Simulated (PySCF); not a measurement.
Molecule: SMILES C(CCC)(C)=O, C₅H₁₀O.

Atoms are numbered as in `[CH3:1][CH2:2][CH2:3][C:4]([CH3:5])=[O:6]`. Hydrogens are named by the atom that carries them.

Geometry PBE0-D3(BJ)/def2-SVP throughout; GIAO in PySCF 2.14, gas phase, one conformer, non-relativistic; equivalent atoms averaged; functional PBE0.

(1) How do the shifts δ (against TMS, H2O at the same level) depend on the basis set? (a selection of nuclei; ppm; last column core-seconds on shared hosts with different chips, so compare them loosely)

(2) Which nucleus among those listed moves most, in ppm?

(3) Taking the largest basis, cc-pVTZ (320 functions), as the yardstick, rank the others by their worst heavy-atom deviation.

## Answers

(1) 
```tsv
basis set	functions	C4	C5	C2	C1	O6	H(C5)	H(C3)	H(C2)	H(C1)	core-s
STO-3G	40	135.5	27.2	23.8	20.0	626.4	2.07	1.96	1.23	0.81	5.3
6-31G	74	200.0	30.6	17.8	15.1	653.3	2.24	2.50	1.74	1.01	10
pcSseg-0	74	222.0	34.7	17.7	16.4	767.6	2.44	2.36	1.46	1.04	4.4
6-31G*	104	194.0	28.3	17.8	14.7	609.4	1.91	2.24	1.63	0.89	15
def2-SVP	134	200.6	28.2	17.7	14.4	643.9	1.90	2.04	1.28	0.76	20
cc-pVDZ	134	201.0	29.3	20.4	15.6	640.0	1.88	2.09	1.39	0.82	9.1
pcSseg-1	152	209.6	30.9	18.8	15.1	683.1	2.09	2.08	1.40	0.92	13
6-311+G(2d,p)	222	209.2	29.6	18.9	14.1	645.0	2.04	2.31	1.52	0.84	42
aug-cc-pVDZ	228	204.3	28.8	20.0	14.4	614.1	2.13	2.40	1.60	0.93	20
def2-TZVP	246	210.8	30.2	19.7	14.9	656.9	2.03	2.33	1.53	0.85	50
IGLO-III	310	215.8	30.7	19.9	15.0	663.0	2.07	2.37	1.56	0.86	32
cc-pVTZ	320	208.7	29.9	19.5	14.8	656.7	2.03	2.30	1.52	0.86	34
```

(2) O6 (ketone oxygen): from 609.4 ppm with 6-31G* to 767.6 ppm with pcSseg-0. The smallest spread is 0.28 ppm, at H(C1). Proton shifts span only some 12 ppm, so a few tenths of a ppm matter as much there as several ppm in carbon.

(3) def2-TZVP 2.2 ppm (246 functions), IGLO-III 7.1 ppm (310 functions), 6-31G 8.6 ppm (74 functions), 6-311+G(2d,p) 11.7 ppm (222 functions), def2-SVP 12.8 ppm (134 functions), cc-pVDZ 16.7 ppm (134 functions), pcSseg-1 26.4 ppm (152 functions), aug-cc-pVDZ 42.6 ppm (228 functions), 6-31G* 47.3 ppm (104 functions), STO-3G 73.1 ppm (40 functions), pcSseg-0 110.9 ppm (74 functions).

A small basis that lands close on one nucleus may do so by chance; judge by the trend and by all nuclei.
